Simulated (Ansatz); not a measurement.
Species: CF4, SMILES `FC(F)(F)F` (charge 0, multiplicity 1).

### Question
Give a relaxed geometry from Ansatz (a program for electronic structure) with PBE0-D3(BJ)/def2-TZVP.

### Answer
the end point of this relaxation (outside a Z-matrix the atoms follow the SMILES, hydrogens last).
Z-matrix (Å, degrees):
```
C
F 1 1.3180
F 1 1.3180 2 109.47
F 1 1.3180 2 109.47 3 120.00
F 1 1.3180 2 109.47 3 -120.00
```
